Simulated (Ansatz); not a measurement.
# BOF (SMILES O=BF): functionals against CCSD(T) at one geometry

Aim: energy, forces and dipole at a structure displaced at random from a GFN2-xTB minimum, from CCSD(T) and from density functionals.

The runs use Ansatz 0.2.0, Gaussian basis; single points in def2-TZVPP.

Cores are frozen in the correlated methods. B3LYP uses VWN-RPA correlation.

### 1 The system as given

SMILES `O=BF`, 3 atoms, charge 0, spin multiplicity 1.

Atoms are counted from 1 here; the program's logs count them from 0.

Bond lengths: O1–B2 1.213 Å, B2–F3 1.214 Å. Angles: O1–B2–F3 169.0°.

As a file:

```mol
BFO
  3D, bonds by distance, orders not assigned

  3  2  0  0  0  0  0  0  0  0999 V2000
    0.9402   -0.4417    0.3929 O   0  0
   -0.1033   -0.0229   -0.0628 B   0  0
   -1.0960    0.5896   -0.3990 F   0  0
  1  2  8  0
  2  3  8  0
M  END
```

### 2 CCSD(T)/def2-TZVPP

Contents of run/in.yaml:

```yaml
crystal:
  periodic: [false, false, false]
  atoms:
    - {symbol: O, position_ang: [0.940200, -0.441700, 0.392900]}
    - {symbol: B, position_ang: [-0.103300, -0.022900, -0.062800]}
    - {symbol: F, position_ang: [-1.096000, 0.589600, -0.399000]}
basis:
  gaussian: {orbitals: def2-TZVPP}
correlation: {method: ccsd_t}
output: {forces: true}
```

No record of the launch command was kept for these runs.

### 3 PBE0-D4/def2-TZVPP

Edit run/in.yaml of step 2 so:

```diff
@@ -8,3 +8,3 @@
   gaussian: {orbitals: def2-TZVPP}
-correlation: {method: ccsd_t}
-output: {forces: true}
+hamiltonian: {xc: pbe0, dispersion: d4}
+output: {forces: true, orbitals: {seedname: orbitals}}
```

### 4 wB97M-V/def2-TZVPP

Edit run/in.yaml of step 3 so:

```diff
@@ -8,3 +8,3 @@
   gaussian: {orbitals: def2-TZVPP}
-hamiltonian: {xc: pbe0, dispersion: d4}
-output: {forces: true, orbitals: {seedname: orbitals}}
+hamiltonian: {xc: {name: wB97M-V}}
+output: {forces: true}
```

### 5 r2SCAN-D4/def2-TZVPP

Edit run/in.yaml of step 4 so:

```diff
@@ -8,3 +8,3 @@
   gaussian: {orbitals: def2-TZVPP}
-hamiltonian: {xc: {name: wB97M-V}}
+hamiltonian: {xc: r2scan, dispersion: d4}
 output: {forces: true}
```

### 6 PBE-D4/def2-TZVPP

Edit run/in.yaml of step 5 so:

```diff
@@ -8,3 +8,3 @@
   gaussian: {orbitals: def2-TZVPP}
-hamiltonian: {xc: r2scan, dispersion: d4}
+hamiltonian: {xc: pbe, dispersion: d4}
 output: {forces: true}
```

### 7 r2SCAN0-D4/def2-TZVPP

Edit run/in.yaml of step 6 so:

```diff
@@ -8,3 +8,3 @@
   gaussian: {orbitals: def2-TZVPP}
-hamiltonian: {xc: pbe, dispersion: d4}
+hamiltonian: {xc: {name: r2SCAN0}, dispersion: d4}
 output: {forces: true}
```

### 8 B3LYP-D4/def2-TZVPP

Edit run/in.yaml of step 7 so:

```diff
@@ -8,3 +8,3 @@
   gaussian: {orbitals: def2-TZVPP}
-hamiltonian: {xc: {name: r2SCAN0}, dispersion: d4}
+hamiltonian: {xc: {name: B3LYP}, dispersion: d4}
 output: {forces: true}
```

(Steps that only read results are left out.)

Q: Predict the outcome of this session. Wanted: energy less free atoms, CCSD(T)/def2-TZVPP; RMS force component; RMS force error; HOMO and LUMO, PBE0-D4; T1 diagnostic.

The runs gave:

```
                                  quantity                                                                                               value
energy less free atoms, CCSD(T)/def2-TZVPP                                                                                      -1424.2 kJ/mol
                       RMS force component                                                                2.210 to 2.372 eV/Å over the methods
                           RMS force error  PBE0-D4 0.332, wB97M-V 0.287, r2SCAN-D4 0.177, PBE-D4 0.153, r2SCAN0-D4 0.521, B3LYP-D4 0.275 eV/Å
                    HOMO and LUMO, PBE0-D4                                                                                 -10.00 and -0.57 eV
                             T1 diagnostic                                                                                               0.016
```

What this shows: Against CCSD(T) the functionals' energies less atoms differ by -112.3 to -6.4 kJ/mol, PBE-D4 by -112.3 kJ/mol. A larger basis would deepen the CCSD(T) value, while the functionals are nearly converged already, so the order here is not reliable. For forces PBE-D4 does best and r2SCAN0-D4 worst. Frozen-core CCSD(T) forces in triple zeta carry basis errors of their own, and this is one geometry, so small gaps rank nothing.
